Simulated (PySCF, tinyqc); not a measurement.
Inside a calculation. Method: RKS/PBE0 in the sto-3g basis, for CH+, spin multiplicity 1. The lowest restricted solution is unstable here: a spin-polarised one lies 0.0037 hartree lower (PySCF). Computed by tinyqc, a small Python program that keeps every step (integrals from PySCF). Settings: charge = 1, multiplicity = 1, basis = sto-3g, energy threshold = 1e-09, iteration cap = 57, orthogonalisation = canonical, start = core, DIIS depth = 8, DIIS from iteration = 2, method = RKS, functional = pbe0, grid = [40, 86]. Command: `OMP_NUM_THREADS=1 python tinyqc.py 20187 20188 out.jsonl` (the two numbers bound the seeds that draw the settings). One thread of a shared host (Intel(R) Xeon(R) Processor @ 2.60GHz), about 0.5 s of CPU time with the checks. Later iterations appear only in the table of the cycle.

## One-electron integrals

Geometry (angstrom):
```
atom,x,y,z
C,0.000000,0.000000,0.000000
H,0.000000,0.000000,1.686000
```

Basis sto-3g: exponents (1/bohr^2) and contraction coefficients of normalised primitives:
```
element,l (shell),exponent,coefficient
C,s (1),71.616837,0.154329
C,s (1),13.045096,0.535328
C,s (1),3.530512,0.444635
C,s (2),2.941249,-0.099967
C,s (2),0.683483,0.399513
C,s (2),0.222290,0.700115
C,p (3),2.941249,0.155916
C,p (3),0.683483,0.607684
C,p (3),0.222290,0.391957
H,s (1),3.425251,0.154329
H,s (1),0.623914,0.535328
H,s (1),0.168855,0.444635
```

Overlap, kinetic and nuclear-attraction integrals over the contracted functions; the nuclear repulsion is the sum of Za Zb / Rab.

nuclear repulsion = 1.88319292 hartree

overlap S, lower triangle:
```
,1C 1s,1C 2s,1C 2px,1C 2py,1C 2pz,2H 1s
1C 1s,1.000000
1C 2s,0.248362,1.000000
1C 2px,0.000000,0.000000,1.000000
1C 2py,0.000000,0.000000,0.000000,1.000000
1C 2pz,0.000000,0.000000,0.000000,0.000000,1.000000
2H 1s,0.016283,0.215821,0.000000,0.000000,0.248050,1.000000
```

kinetic energy T (hartree), lower triangle:
```
,1C 1s,1C 2s,1C 2px,1C 2py,1C 2pz,2H 1s
1C 1s,15.891122
1C 2s,-0.085890,0.472250
1C 2px,0.000000,0.000000,1.477728
1C 2py,0.000000,0.000000,0.000000,1.477728
1C 2pz,0.000000,0.000000,0.000000,0.000000,1.477728
2H 1s,-0.004566,-0.000438,0.000000,0.000000,0.041416,0.760032
```

nuclear attraction V (hartree), lower triangle:
```
,1C 1s,1C 2s,1C 2px,1C 2py,1C 2pz,2H 1s
1C 1s,-33.966607
1C 2s,-4.270181,-5.503220
1C 2px,0.000000,0.000000,-5.446394
1C 2py,0.000000,0.000000,0.000000,-5.446394
1C 2pz,-0.007079,-0.081782,0.000000,0.000000,-5.491777
2H 1s,-0.284337,-0.860503,0.000000,0.000000,-0.896179,-3.106478
```

core Hamiltonian H = T + V (hartree), lower triangle:
```
,1C 1s,1C 2s,1C 2px,1C 2py,1C 2pz,2H 1s
1C 1s,-18.075485
1C 2s,-4.356071,-5.030970
1C 2px,0.000000,0.000000,-3.968666
1C 2py,0.000000,0.000000,0.000000,-3.968666
1C 2pz,-0.007079,-0.081782,0.000000,0.000000,-4.014049
2H 1s,-0.288902,-0.860941,0.000000,0.000000,-0.854763,-2.346446
```

## Two-electron integrals

Functions are numbered as in S; the eight-fold symmetry (ij|kl) = (ji|kl) = (kl|ij) leaves the list below.

Two-electron integrals (ij|kl) in chemists' order, unique and non-zero (hartree):
```
i,j,k,l,(ij|kl)
1,1,1,1,3.541948
2,1,1,1,0.576921
2,1,2,1,0.111888
2,2,1,1,0.854682
2,2,2,1,0.205284
2,2,2,2,0.624709
3,1,3,1,0.020296
3,2,3,1,0.030858
3,2,3,2,0.137996
3,3,1,1,0.852436
3,3,2,1,0.205335
3,3,2,2,0.624568
3,3,3,3,0.672833
4,1,4,1,0.020296
4,2,4,1,0.030858
4,2,4,2,0.137996
4,3,4,3,0.036269
4,4,1,1,0.852436
4,4,2,1,0.205335
4,4,2,2,0.624568
4,4,3,3,0.600295
4,4,4,4,0.672833
5,1,5,1,0.020296
5,2,5,1,0.030858
5,2,5,2,0.137996
5,3,5,3,0.036269
5,4,5,4,0.036269
5,5,1,1,0.852436
5,5,2,1,0.205335
5,5,2,2,0.624568
5,5,3,3,0.600295
5,5,4,4,0.600295
5,5,5,5,0.672833
6,1,1,1,0.037994
6,1,2,1,0.007326
6,1,2,2,0.013431
6,1,3,3,0.013396
6,1,4,4,0.013396
6,1,5,1,0.000419
6,1,5,2,0.000792
6,1,5,5,0.013507
6,1,6,1,0.000489
6,2,1,1,0.120562
6,2,2,1,0.029491
6,2,2,2,0.103074
6,2,3,3,0.100449
6,2,4,4,0.100449
6,2,5,1,0.002735
6,2,5,2,0.021418
6,2,5,5,0.108214
6,2,6,1,0.002011
6,2,6,2,0.025965
6,3,3,1,0.002564
6,3,3,2,0.014697
6,3,5,3,0.003868
6,3,6,3,0.002632
6,4,4,1,0.002564
6,4,4,2,0.014697
6,4,5,4,0.003868
6,4,6,4,0.002632
6,5,1,1,0.117992
6,5,2,1,0.029173
6,5,2,2,0.107964
6,5,3,3,0.102987
6,5,4,4,0.102987
6,5,5,1,0.004736
6,5,5,2,0.034221
6,5,5,5,0.117788
6,5,6,1,0.002048
6,5,6,2,0.032051
6,5,6,5,0.041469
6,6,1,1,0.313262
6,6,2,1,0.077770
6,6,2,2,0.309915
6,6,3,3,0.297071
6,6,4,4,0.297071
6,6,5,1,0.006942
6,6,5,2,0.076517
6,6,5,5,0.335232
6,6,6,1,0.005308
6,6,6,2,0.111290
6,6,6,5,0.150764
6,6,6,6,0.774606
```

## Orthogonalisation

S = U s U^T; canonical form X = U s^(-1/2), so that X^T S X = 1. Each column of U has its largest component positive (the first on a tie).

eigenvalues of S: 0.628766  0.829652  1.000000  1.000000  1.155414  1.386168

X:
```
,1,2,3,4,5,6
1C 1s,0.467858,0.667750,0.000000,0.000000,-0.534086,0.342763
1C 2s,-0.748423,-0.429864,0.000000,0.000000,-0.357617,0.500138
1C 2px,0.000000,0.000000,0.995450,-0.095283,0.000000,0.000000
1C 2py,0.000000,0.000000,0.095283,0.995450,0.000000,0.000000
1C 2pz,-0.500441,0.624890,0.000000,0.000000,0.569945,0.321459
2H 1s,0.748965,-0.429142,0.000000,0.000000,0.357094,0.500453
```

Within a degenerate level the vectors are fixed only up to a rotation; this is one choice.

## Starting guess

The start is the orbitals of the core Hamiltonian; D = 2 C_occ C_occ^T.

D at the start, lower triangle:
```
,1C 1s,1C 2s,1C 2px,1C 2py,1C 2pz,2H 1s
1C 1s,2.133865
1C 2s,-0.541321,2.187923
1C 2px,0.000000,0.000000,0.000000
1C 2py,0.000000,0.000000,0.000000,0.000000
1C 2pz,-0.013969,0.067987,0.000000,0.000000,2.080651
2H 1s,0.038489,-0.148386,0.000000,0.000000,-0.199896,0.028413
```

## Iteration 1: exchange-correlation on the grid

Becke grid with 40 radial and 86 angular points per atom, points of zero weight dropped. rho = sum D_ij phi_i phi_j; V_xc,ij = sum w v_xc phi_i phi_j plus the gradient terms; v_xc is d(rho eps)/d rho at fixed gradient. Exact exchange is left to K.

The 8 grid points with the largest w rho, of 6859 (bohr, atomic units):
```
x,y,z,w,rho,|grad rho|^2,eps_xc,v_xc
0.000000,0.000000,-1.380362,0.055886,0.219272,0.170358,-0.392548,-0.504641
0.000000,0.000000,-1.593376,0.082542,0.142163,0.096358,-0.346422,-0.433325
0.000000,0.000000,-1.188483,0.037255,0.306773,0.247807,-0.434017,-0.564527
0.000000,0.000000,1.188483,0.036050,0.312016,0.283388,-0.436365,-0.566647
0.000000,0.516591,-1.280052,0.057185,0.196310,0.144354,-0.379899,-0.486277
-0.516591,0.000000,-1.280052,0.057185,0.196310,0.144354,-0.379899,-0.486277
0.516591,0.000000,-1.280052,0.057185,0.196310,0.144354,-0.379899,-0.486277
0.000000,-0.516591,-1.280052,0.057185,0.196310,0.144354,-0.379899,-0.486277
```

electrons on the grid, sum of w rho = 5.999998

E_xc = sum of w rho eps_xc = -4.05370634 hartree

V_xc (hartree), lower triangle:
```
,1C 1s,1C 2s,1C 2px,1C 2py,1C 2pz,2H 1s
1C 1s,-1.722009
1C 2s,-0.240651,-0.405129
1C 2px,0.000000,0.000000,-0.377203
1C 2py,0.000000,0.000000,0.000000,-0.377203
1C 2pz,-0.000291,-0.000457,0.000000,0.000000,-0.450057
2H 1s,-0.016109,-0.058015,0.000000,0.000000,-0.058582,-0.108588
```

## Iteration 1: building the Kohn-Sham matrix

J_ij = sum D_kl (ij|kl), K_ij = sum D_kl (ik|jl); F = H + J - 0.125 K + V_xc; E = tr D H + tr D J / 2 - 0.0625 tr D K + E_xc + E_nn.

Coulomb J (hartree), lower triangle:
```
,1C 1s,1C 2s,1C 2px,1C 2py,1C 2pz,2H 1s
1C 1s,10.505914
1C 2s,1.968672,4.203937
1C 2px,0.000000,0.000000,4.150680
1C 2py,0.000000,0.000000,0.000000,4.150680
1C 2pz,0.001153,0.000100,0.000000,0.000000,4.294476
2H 1s,0.129501,0.661642,0.000000,0.000000,0.684361,1.899157
```

exchange K (hartree), lower triangle:
```
,1C 1s,1C 2s,1C 2px,1C 2py,1C 2pz,2H 1s
1C 1s,7.221070
1C 2s,1.219103,1.634298
1C 2px,0.000000,0.000000,0.381654
1C 2py,0.000000,0.000000,0.000000,0.381654
1C 2pz,0.000390,0.003014,0.000000,0.000000,1.656053
2H 1s,0.085329,0.232185,0.000000,0.000000,0.213570,0.075375
```

Kohn-Sham matrix F (hartree), lower triangle:
```
,1C 1s,1C 2s,1C 2px,1C 2py,1C 2pz,2H 1s
1C 1s,-10.194213
1C 2s,-2.780438,-1.436449
1C 2px,0.000000,0.000000,-0.242895
1C 2py,0.000000,0.000000,0.000000,-0.242895
1C 2pz,-0.006266,-0.082517,0.000000,0.000000,-0.376637
2H 1s,-0.186177,-0.286338,0.000000,0.000000,-0.255680,-0.565299
```

total energy of this density = -37.19023551 hartree

## Iteration 1: diagonalisation and new density

Diagonalise F' = X^T F X, C = X C', fill 3 alpha and 3 beta electrons from the bottom; D = 2 C_occ C_occ^T. Each column has its largest component positive (the first on a tie).

F' = X^T F X (hartree), lower triangle:
```
,1,2,3,4,5,6
1,-1.176969
2,-1.607697,-3.288616
3,0.000000,0.000000,-0.242895
4,0.000000,0.000000,0.000000,-0.242895
5,1.623092,3.349701,0.000000,0.000000,-4.270608
6,-1.234016,-2.471113,0.000000,0.000000,2.947233,-3.008172
```

orbital energies (hartree): MO1 -10.201319, MO2 -0.776253, MO3 -0.513709, MO4 -0.253085, MO5 -0.242895, MO6 -0.242895

coefficients C:
```
,MO1,MO2,MO3,MO4,MO5,MO6
1C 1s,0.992524,-0.238140,0.159676,-0.014263,0.000000,0.000000
1C 2s,0.028862,0.842970,-0.634659,0.093404,0.000000,0.000000
1C 2px,0.000000,0.000000,0.000000,0.000000,0.055916,0.998435
1C 2py,0.000000,0.000000,0.000000,0.000000,0.998435,-0.055916
1C 2pz,0.001825,0.225021,0.339748,0.950282,0.000000,0.000000
2H 1s,-0.004100,0.346187,0.763632,-0.648139,0.000000,0.000000
```

D after iteration 1, lower triangle:
```
,1C 1s,1C 2s,1C 2px,1C 2py,1C 2pz,2H 1s
1C 1s,2.134624
1C 2s,-0.546877,2.228448
1C 2px,0.000000,0.000000,0.000000
1C 2py,0.000000,0.000000,0.000000,0.000000
1C 2pz,0.004948,-0.051770,0.000000,0.000000,0.332134
2H 1s,0.070846,-0.385878,0.000000,0.000000,0.674669,1.405992
```

Within a degenerate level the vectors are fixed only up to a rotation; this is one choice.

## Iteration 2: exchange-correlation on the grid

As before.

The 8 grid points with the largest w rho, of 6859 (bohr, atomic units):
```
x,y,z,w,rho,|grad rho|^2,eps_xc,v_xc
0.000000,0.000000,1.593376,0.063882,0.091536,0.004560,-0.301280,-0.393368
0.000000,0.000000,1.380362,0.050726,0.112255,0.015958,-0.319871,-0.417178
0.000000,0.000000,1.829173,0.065133,0.083469,3.95e-07,-0.294016,-0.381930
0.000000,-0.596310,1.477586,0.071954,0.074638,0.010427,-0.282978,-0.365728
0.596310,0.000000,1.477586,0.071954,0.074638,0.010427,-0.282978,-0.365728
-0.596310,0.000000,1.477586,0.071954,0.074638,0.010427,-0.282978,-0.365728
0.000000,0.596310,1.477586,0.071954,0.074638,0.010427,-0.282978,-0.365728
0.000000,-0.516591,1.280052,0.053755,0.099326,0.021051,-0.308449,-0.398509
```

electrons on the grid, sum of w rho = 6.000139

E_xc = sum of w rho eps_xc = -3.84222774 hartree

V_xc (hartree), lower triangle:
```
,1C 1s,1C 2s,1C 2px,1C 2py,1C 2pz,2H 1s
1C 1s,-1.713103
1C 2s,-0.232155,-0.365054
1C 2px,0.000000,0.000000,-0.351805
1C 2py,0.000000,0.000000,0.000000,-0.351805
1C 2pz,0.000066,-0.006168,0.000000,0.000000,-0.380005
2H 1s,-0.015479,-0.069925,0.000000,0.000000,-0.081710,-0.370810
```

## Iteration 2: building the Kohn-Sham matrix

As before.

Coulomb J (hartree), lower triangle:
```
,1C 1s,1C 2s,1C 2px,1C 2py,1C 2pz,2H 1s
1C 1s,9.629448
1C 2s,1.761782,3.703238
1C 2px,0.000000,0.000000,3.667262
1C 2py,0.000000,0.000000,0.000000,3.667262
1C 2pz,0.011106,0.123357,0.000000,0.000000,3.759001
2H 1s,0.116173,0.668511,0.000000,0.000000,0.739661,2.585136
```

exchange K (hartree), lower triangle:
```
,1C 1s,1C 2s,1C 2px,1C 2py,1C 2pz,2H 1s
1C 1s,7.186778
1C 2s,1.168333,1.442311
1C 2px,0.000000,0.000000,0.327078
1C 2py,0.000000,0.000000,0.000000,0.327078
1C 2pz,0.004105,0.055185,0.000000,0.000000,0.732064
2H 1s,0.082360,0.332440,0.000000,0.000000,0.503397,1.274567
```

Kohn-Sham matrix F (hartree), lower triangle:
```
,1C 1s,1C 2s,1C 2px,1C 2py,1C 2pz,2H 1s
1C 1s,-11.057487
1C 2s,-2.972487,-1.873074
1C 2px,0.000000,0.000000,-0.694093
1C 2py,0.000000,0.000000,0.000000,-0.694093
1C 2pz,0.003580,0.028509,0.000000,0.000000,-0.726561
2H 1s,-0.198503,-0.303910,0.000000,0.000000,-0.259737,-0.291440
```

total energy of this density = -37.25282363 hartree

## Iteration 2: diagonalisation and new density

As before.

F' = X^T F X (hartree), lower triangle:
```
,1,2,3,4,5,6
1,-1.317363
2,-1.896755,-3.778851
3,0.000000,0.000000,-0.694093
4,0.000000,0.000000,0.000000,-0.694093
5,1.839393,3.368403,0.000000,0.000000,-4.768519
6,-1.106470,-2.711660,0.000000,0.000000,3.262320,-3.228689
```

orbital energies (hartree): MO1 -11.063092, MO2 -1.146077, MO3 -0.739178, MO4 -0.694093, MO5 -0.694093, MO6 -0.145074

coefficients C:
```
,MO1,MO2,MO3,MO4,MO5,MO6
1C 1s,0.993552,-0.278807,-0.010087,0.000000,0.000000,0.050348
1C 2s,0.025039,1.027255,0.027449,0.000000,0.000000,-0.257518
1C 2px,0.000000,0.000000,0.000000,-0.603836,0.797108,0.000000
1C 2py,0.000000,0.000000,0.000000,0.797108,0.603836,0.000000
1C 2pz,0.000364,-0.068089,0.944561,0.000000,0.000000,-0.415053
2H 1s,-0.003233,0.011274,0.165791,0.000000,0.000000,1.046640
```

D after iteration 2, lower triangle:
```
,1C 1s,1C 2s,1C 2px,1C 2py,1C 2pz,2H 1s
1C 1s,2.129961
1C 2s,-0.523611,2.113266
1C 2px,0.000000,0.000000,0.000000
1C 2py,0.000000,0.000000,0.000000,0.000000
1C 2pz,0.019634,-0.088017,0.000000,0.000000,1.793665
2H 1s,-0.016057,0.032102,0.000000,0.000000,0.311663,0.055249
```

Within a degenerate level the vectors are fixed only up to a rotation; this is one choice.

## Iteration 8 (converged): orbitals

converged F (hartree), lower triangle:
```
,1C 1s,1C 2s,1C 2px,1C 2py,1C 2pz,2H 1s
1C 1s,-10.652232
1C 2s,-2.881899,-1.661104
1C 2px,0.000000,0.000000,-0.474043
1C 2py,0.000000,0.000000,0.000000,-0.474043
1C 2pz,-0.008115,-0.042569,0.000000,0.000000,-0.565952
2H 1s,-0.192969,-0.311757,0.000000,0.000000,-0.289488,-0.524425
```

As before.

F' = X^T F X (hartree), lower triangle:
```
,1,2,3,4,5,6
1,-1.276622
2,-1.740996,-3.552863
3,0.000000,0.000000,-0.474043
4,0.000000,0.000000,0.000000,-0.474043
5,1.714675,3.384507,0.000000,0.000000,-4.544868
6,-1.197890,-2.583471,0.000000,0.000000,3.077640,-3.175785
```

orbital energies (hartree): MO1 -10.658496, MO2 -0.953295, MO3 -0.636328, MO4 -0.474043, MO5 -0.474043, MO6 -0.302019

coefficients C:
```
,MO1,MO2,MO3,MO4,MO5,MO6
1C 1s,0.993097,-0.269086,0.077948,0.000000,0.000000,0.052835
1C 2s,0.026748,0.976553,-0.321939,0.000000,0.000000,-0.254819
1C 2px,0.000000,0.000000,0.000000,0.957882,0.287163,0.000000
1C 2py,0.000000,0.000000,0.000000,-0.287163,0.957882,0.000000
1C 2pz,0.001789,0.121548,0.738342,0.000000,0.000000,-0.713565
2H 1s,-0.003761,0.145095,0.494003,0.000000,0.000000,0.926269
```

D after iteration 8, lower triangle:
```
,1C 1s,1C 2s,1C 2px,1C 2py,1C 2pz,2H 1s
1C 1s,2.129448
1C 2s,-0.522615,2.116031
1C 2px,0.000000,0.000000,0.000000
1C 2py,0.000000,0.000000,0.000000,0.000000
1C 2pz,0.053243,-0.237910,0.000000,0.000000,1.119853
2H 1s,-0.008544,-0.034893,0.000000,0.000000,0.764746,0.530212
```

Within a degenerate level the vectors are fixed only up to a rotation; this is one choice.

## Convergence

Stop when the energy changes by less than 1e-09 hartree and every element of the error matrix X^T (F D S - S D F) X is below 9e-06.

Course of the cycle:
```
iteration,E (hartree),change,largest element of the error matrix
1,-37.19023551,-,2.53e-01
2,-37.25282363,-6.26e-02,3.88e-01
3,-37.37676056,-1.24e-01,2.19e-01
4,-37.52224194,-1.45e-01,2.84e-03
5,-37.52224414,-2.19e-06,2.64e-04
6,-37.52224425,-1.20e-07,4.99e-05
7,-37.52224426,-4.26e-09,3.42e-06
8,-37.52224426,-2.22e-11,1.34e-09
```

PySCF RKS in the same basis, fine grid = -37.52221144 hartree

Converged in 8 iterations. The coarse grid moves the energy by -3.28e-05 hartree.

## Populations, bond orders and dipole

Mulliken: Z minus the diagonal of D S on the atom; Loewdin: the same with S^(1/2) D S^(1/2); Mayer order: 2 sum_s sum (D(s) S)_ij (D(s) S)_ji over the two atoms.

Charges (e):
```
atom,Mulliken,Loewdin
1C,0.712238,0.734093
2H,0.287762,0.265907
```

Mayer bond orders:
```
pair,order
2-1,0.917193
```

dipole moment about the origin, x y z (debye): 0.000000  0.000000  2.756806
